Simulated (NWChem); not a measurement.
Program: NWChem. System: acetic acid (C2H4O2), charge 0, spin multiplicity 1, at a geometry optimised with PBE0/def2-SVP. Level: CIS/def2-SVP.

Input file:

```
start mol
memory heap 200 mb stack 900 mb global 1100 mb
geometry units angstroms nocenter noautoz
  C      1.347984     0.350530     0.000000
  C     -0.070326    -0.135870     0.000000
  O     -0.945092     0.882949     0.000000
  O     -0.420354    -1.285547     0.000000
  H      2.030556    -0.505798     0.000000
  H      1.527377     0.978546    -0.884812
  H      1.527377     0.978546     0.884812
  H     -1.827694     0.481531     0.000000
  symmetry group Cs
end
basis spherical
  * library def2-svp
end
dft
  xc hfexch
  semidirect memsize 60000000 filesize 0
  iterations 100
end
tddft
  cis
  nroots 8
  notriplet
  thresh 1e-4
end
task tddft energy
```

Output (cleaned and shortened):

```
             Northwest Computational Chemistry Package (NWChem) 7.3.0
             --------------------------------------------------------

                                NWChem Input Module
                                -------------------

 Scaling coordinates for geometry "geometry" by  1.889725989
 (inverse scale =  0.529177249)

 Turning off AUTOSYM since
 SYMMETRY directive was detected!

                             Geometry "geometry" -> ""
                             -------------------------

 Output coordinates in angstroms (scale by  1.889725989 to convert to a.u.)

  No.       Tag          Charge          X              Y              Z
 ---- ---------------- ---------- -------------- -------------- --------------
    1 C                    6.0000     1.34798400     0.35053000     0.00000000
    2 C                    6.0000    -0.07032600    -0.13587000     0.00000000
    3 O                    8.0000    -0.94509200     0.88294900     0.00000000
    4 O                    8.0000    -0.42035400    -1.28554700     0.00000000
    5 H                    1.0000     2.03055600    -0.50579800     0.00000000
    6 H                    1.0000     1.52737700     0.97854600    -0.88481200
    7 H                    1.0000     1.52737700     0.97854600     0.88481200
    8 H                    1.0000    -1.82769400     0.48153100     0.00000000

 Effective nuclear repulsion energy (a.u.)     121.5409525164

            Nuclear Dipole moment (a.u.)
            ----------------------------
        X                 Y               Z
 ---------------- ---------------- ----------------
    -0.0000075589     0.0000018897     0.0000000000

      Symmetry information
      --------------------

 Group name             Cs
 Group number              2
 Group order               2
 No. of unique centers     7

      Symmetry unique atoms

     1    2    3    4    5    6    8


 Summary of "ao basis" -> "" (spherical)
 ------------------------------------------------------------------------------
       Tag                 Description            Shells   Functions and Types
 ---------------- ------------------------------  ------  ---------------------
 *                          def2-svp                  on all atoms

  xc_inp: hfexch multiplicative factor not found.

                                 NWChem DFT Module
                                 -----------------

 Summary of "ao basis" -> "ao basis" (spherical)
 ------------------------------------------------------------------------------
       Tag                 Description            Shells   Functions and Types
 ---------------- ------------------------------  ------  ---------------------
 C                          def2-svp                 6       14   3s2p1d
 O                          def2-svp                 6       14   3s2p1d
 H                          def2-svp                 3        5   2s1p

 Summary of "ao basis" -> "ao basis" (spherical)
 ------------------------------------------------------------------------------
       Tag                 Description            Shells   Functions and Types
 ---------------- ------------------------------  ------  ---------------------
 C                          def2-svp                 6       14   3s2p1d
 O                          def2-svp                 6       14   3s2p1d
 H                          def2-svp                 3        5   2s1p

      Symmetry analysis of basis
      --------------------------

        a'         53
        a"         23

            General Information
            -------------------
          SCF calculation type: DFT
          Wavefunction type:  closed shell.
          No. of atoms     :     8
          No. of electrons :    32
           Alpha electrons :    16
            Beta electrons :    16
          Charge           :     0
          Spin multiplicity:     1
          Use of symmetry is: off; symmetry adaption is: on
          Maximum number of iterations: 100
          AO basis - number of functions:    76
                     number of shells:    36
          Convergence on energy requested:  1.00D-06
          Convergence on density requested:  1.00D-05
          Convergence on gradient requested:  5.00D-04

              XC Information
              --------------
                     Hartree-Fock (Exact) Exchange  1.000

          Convergence Information
          -----------------------
          Convergence aids based upon iterative change in
          total energy or number of iterations.
          Levelshifting, if invoked, occurs when the
          HOMO/LUMO gap drops below (HL_TOL):  1.00D-02
          DIIS, if invoked, will attempt to extrapolate
          using up to (NFOCK): 10 stored Fock matrices.

                    Damping( 0%)  Levelshifting(0.5)       DIIS
                  --------------- ------------------- ---------------
          dE  on:    start            ASAP                start
          dE off:    2 iters        100 iters           100 iters

      Screening Tolerance Information
      -------------------------------
          Density screening/tol_rho:  1.00D-10
          AO Gaussian exp screening on grid/accAOfunc:  14
          CD Gaussian exp screening on grid/accCDfunc:  20
          XC Gaussian exp screening on grid/accXCfunc:  20
          Schwarz screening/accCoul:  1.00D-08

      Superposition of Atomic Density Guess
      -------------------------------------

 Sum of atomic energies:        -226.62904483

      Non-variational initial energy
      ------------------------------

 Total energy =    -228.621206
[...]
     Occ.   12  a'  ---  Virt.   17  a'      -0.06872
     Occ.   12  a'  ---  Virt.   19  a'       0.05657
     Occ.   12  a'  ---  Virt.   23  a'       0.05475
     Occ.   12  a'  ---  Virt.   35  a'      -0.05121
     Occ.   13  a'  ---  Virt.   20  a'      -0.05324
     Occ.   15  a"  ---  Virt.   18  a"      -0.84754
     Occ.   15  a"  ---  Virt.   21  a"       0.24085
     Occ.   16  a'  ---  Virt.   17  a'       0.21761
     Occ.   16  a'  ---  Virt.   19  a'      -0.28048
     Occ.   16  a'  ---  Virt.   23  a'      -0.09801
     Occ.   16  a'  ---  Virt.   24  a'      -0.14282
     Occ.   16  a'  ---  Virt.   27  a'       0.06089
     Occ.   16  a'  ---  Virt.   30  a'      -0.07843
  ----------------------------------------------------------------------------
  Root   3 singlet a"             0.395919988 a.u.               10.7735 eV
  ----------------------------------------------------------------------------
     Transition Moments    X -0.00000   Y -0.00000   Z  0.09716
     Transition Moments   XX -0.00000  XY  0.00000  XZ -0.43542
     Transition Moments   YY  0.00000  YZ  0.45108  ZZ -0.00000
     Dipole Oscillator Strength                    0.0024916646
     Electric Quadrupole                           0.0000001299
     Magnetic Dipole                               0.0000012296
     Total Oscillator Strength                     0.0024930241

          sigma_e =   1.5068 Angstrom
          sigma_h =   1.2570 Angstrom
         |d_h->e| =   1.1712 Angstrom
            d_exc =   2.2568 Angstrom
            d_CD1 =   1.4210 Angstrom
            d_CD2 =  -0.2107 Angstrom
            d_CD3 =   3.4280 Angstrom
     Pearson C.C. =   0.0340

     Occ.   11  a"  ---  Virt.   17  a'       0.16411
     Occ.   11  a"  ---  Virt.   19  a'      -0.19797
     Occ.   14  a"  ---  Virt.   17  a'      -0.23974
     Occ.   14  a"  ---  Virt.   19  a'       0.26635
     Occ.   15  a"  ---  Virt.   17  a'      -0.63127
     Occ.   15  a"  ---  Virt.   19  a'       0.60008
     Occ.   15  a"  ---  Virt.   20  a'      -0.08587
     Occ.   15  a"  ---  Virt.   23  a'       0.07730
     Occ.   15  a"  ---  Virt.   30  a'       0.07973
  ----------------------------------------------------------------------------
  Root   4 singlet a"             0.402234755 a.u.               10.9454 eV
  ----------------------------------------------------------------------------
     Transition Moments    X  0.00000   Y -0.00000   Z  0.03188
     Transition Moments   XX -0.00000  XY -0.00000  XZ  0.55118
     Transition Moments   YY -0.00000  YZ  0.94920  ZZ -0.00000
     Dipole Oscillator Strength                    0.0002726189
     Electric Quadrupole                           0.0000004175
     Magnetic Dipole                               0.0000062266
     Total Oscillator Strength                     0.0002792630

          sigma_e =   1.3149 Angstrom
          sigma_h =   1.4069 Angstrom
         |d_h->e| =   0.3071 Angstrom
            d_exc =   1.9143 Angstrom
            d_CD1 =   0.3991 Angstrom
            d_CD2 =  -1.0538 Angstrom
            d_CD3 =   2.2213 Angstrom
     Pearson C.C. =   0.0373

     Occ.    6  a'  ---  Virt.   18  a"       0.06412
     Occ.    7  a'  ---  Virt.   18  a"      -0.06441
     Occ.    9  a'  ---  Virt.   18  a"       0.29154
     Occ.    9  a'  ---  Virt.   21  a"      -0.10027
     Occ.   12  a'  ---  Virt.   18  a"       0.83427
     Occ.   12  a'  ---  Virt.   21  a"      -0.26664
     Occ.   12  a'  ---  Virt.   25  a"      -0.06430
     Occ.   12  a'  ---  Virt.   28  a"      -0.05245
     Occ.   13  a'  ---  Virt.   18  a"       0.30626
     Occ.   13  a'  ---  Virt.   21  a"      -0.08029
  ----------------------------------------------------------------------------
  Root   5 singlet a'             0.419016570 a.u.               11.4020 eV
  ----------------------------------------------------------------------------
     Transition Moments    X -0.46761   Y  0.33461   Z  0.00000
     Transition Moments   XX  0.69757  XY -1.20096  XZ  0.00000
     Transition Moments   YY -1.07218  YZ -0.00000  ZZ -0.15623
     Dipole Oscillator Strength                    0.0923566138
     Electric Quadrupole                           0.0000008719
     Magnetic Dipole                               0.0000039997
     Total Oscillator Strength                     0.0923614853

          sigma_e =   2.3585 Angstrom
          sigma_h =   1.4489 Angstrom
         |d_h->e| =   0.8818 Angstrom
            d_exc =   2.7512 Angstrom
            d_CD1 =   1.7914 Angstrom
            d_CD2 =  -1.0219 Angstrom
            d_CD3 =   3.6330 Angstrom
     Pearson C.C. =   0.1273

     Occ.    8  a'  ---  Virt.   19  a'       0.06673
     Occ.    9  a'  ---  Virt.   19  a'       0.06142
     Occ.   10  a'  ---  Virt.   17  a'       0.09190
     Occ.   12  a'  ---  Virt.   19  a'      -0.18463
     Occ.   13  a'  ---  Virt.   17  a'       0.06344
     Occ.   15  a"  ---  Virt.   18  a"      -0.28771
     Occ.   15  a"  ---  Virt.   21  a"       0.07368
     Occ.   16  a'  ---  Virt.   17  a'      -0.85809
     Occ.   16  a'  ---  Virt.   19  a'       0.25220
     Occ.   16  a'  ---  Virt.   23  a'       0.13143
     Occ.   16  a'  ---  Virt.   24  a'      -0.08003
  ----------------------------------------------------------------------------
  Root   6 singlet a'             0.455904467 a.u.               12.4058 eV
  ----------------------------------------------------------------------------
     Transition Moments    X -0.17542   Y -0.61110   Z  0.00000
     Transition Moments   XX -0.93890  XY -0.43326  XZ  0.00000
     Transition Moments   YY -0.52730  YZ  0.00000  ZZ -0.64736
     Dipole Oscillator Strength                    0.1228546350
     Electric Quadrupole                           0.0000001173
     Magnetic Dipole                               0.0000002376
     Total Oscillator Strength                     0.1228549899

          sigma_e =   2.5178 Angstrom
          sigma_h =   1.5218 Angstrom
         |d_h->e| =   0.9885 Angstrom
            d_exc =   2.9074 Angstrom
            d_CD1 =   1.9845 Angstrom
            d_CD2 =  -1.0314 Angstrom
            d_CD3 =   3.8959 Angstrom
     Pearson C.C. =   0.1539

     Occ.    9  a'  ---  Virt.   17  a'       0.07764
     Occ.    9  a'  ---  Virt.   19  a'      -0.05171
     Occ.   10  a'  ---  Virt.   19  a'       0.14226
     Occ.   12  a'  ---  Virt.   17  a'      -0.26098
     Occ.   12  a'  ---  Virt.   19  a'       0.08780
     Occ.   13  a'  ---  Virt.   19  a'       0.06496
     Occ.   14  a"  ---  Virt.   18  a"       0.09911
     Occ.   15  a"  ---  Virt.   18  a"       0.18256
     Occ.   16  a'  ---  Virt.   17  a'      -0.32399
     Occ.   16  a'  ---  Virt.   19  a'      -0.81432
     Occ.   16  a'  ---  Virt.   22  a'       0.12155
     Occ.   16  a'  ---  Virt.   23  a'       0.18408
  ----------------------------------------------------------------------------
  Root   7 singlet a"             0.469605561 a.u.               12.7786 eV
  ----------------------------------------------------------------------------
     Transition Moments    X -0.00000   Y  0.00000   Z  0.66559
     Transition Moments   XX -0.00000  XY  0.00000  XZ  2.93266
     Transition Moments   YY  0.00000  YZ  2.18110  ZZ  0.00000
     Dipole Oscillator Strength                    0.1386928162
     Electric Quadrupole                           0.0000073665
     Magnetic Dipole                               0.0000090124
     Total Oscillator Strength                     0.1387091951

          sigma_e =   2.2259 Angstrom
          sigma_h =   1.6467 Angstrom
         |d_h->e| =   0.9781 Angstrom
            d_exc =   2.7036 Angstrom
            d_CD1 =   1.5573 Angstrom
            d_CD2 =  -0.9582 Angstrom
            d_CD3 =   3.6817 Angstrom
     Pearson C.C. =   0.1792

     Occ.   10  a'  ---  Virt.   18  a"      -0.07195
     Occ.   11  a"  ---  Virt.   17  a'       0.06977
     Occ.   11  a"  ---  Virt.   19  a'       0.18034
     Occ.   12  a'  ---  Virt.   21  a"       0.08072
     Occ.   13  a'  ---  Virt.   21  a"      -0.05664
     Occ.   14  a"  ---  Virt.   17  a'       0.59009
     Occ.   14  a"  ---  Virt.   19  a'       0.23493
     Occ.   14  a"  ---  Virt.   20  a'       0.07915
     Occ.   14  a"  ---  Virt.   31  a'      -0.05044
     Occ.   15  a"  ---  Virt.   17  a'      -0.54102
     Occ.   15  a"  ---  Virt.   19  a'      -0.40457
     Occ.   15  a"  ---  Virt.   22  a'       0.11837
     Occ.   15  a"  ---  Virt.   23  a'       0.17687
     Occ.   16  a'  ---  Virt.   21  a"       0.11149
  ----------------------------------------------------------------------------
  Root   8 singlet a"             0.470804061 a.u.               12.8112 eV
  ----------------------------------------------------------------------------
     Transition Moments    X -0.00000   Y  0.00000   Z -0.15319
     Transition Moments   XX -0.00000  XY  0.00000  XZ -0.78899
     Transition Moments   YY -0.00000  YZ -0.79680  ZZ  0.00000
     Dipole Oscillator Strength                    0.0073658458
     Electric Quadrupole                           0.0000006987
     Magnetic Dipole                               0.0000005145
     Total Oscillator Strength                     0.0073670591

          sigma_e =   1.6073 Angstrom
          sigma_h =   1.5138 Angstrom
         |d_h->e| =   0.6534 Angstrom
            d_exc =   2.1951 Angstrom
            d_CD1 =   0.7469 Angstrom
            d_CD2 =  -0.9072 Angstrom
            d_CD3 =   2.8485 Angstrom
     Pearson C.C. =   0.0993

     Occ.    7  a'  ---  Virt.   18  a"      -0.05806
     Occ.    8  a'  ---  Virt.   18  a"       0.06680
     Occ.    8  a'  ---  Virt.   21  a"      -0.05069
     Occ.    9  a'  ---  Virt.   18  a"      -0.14060
     Occ.    9  a'  ---  Virt.   21  a"       0.07412
     Occ.   10  a'  ---  Virt.   18  a"      -0.37117
     Occ.   10  a'  ---  Virt.   21  a"       0.14013
     Occ.   12  a'  ---  Virt.   18  a"      -0.24576
     Occ.   13  a'  ---  Virt.   18  a"       0.85154

              Target root =      1
          Target symmetry = none
      Ground state energy =   -227.639872755346
        Excitation energy =      0.253194902554
     Excited state energy =   -227.386677852793

  stored tddft:energy   -227.38667785279259

 Task  times  cpu:        8.9s     wall:        8.9s

 Total times  cpu:        8.9s     wall:        8.9s
```
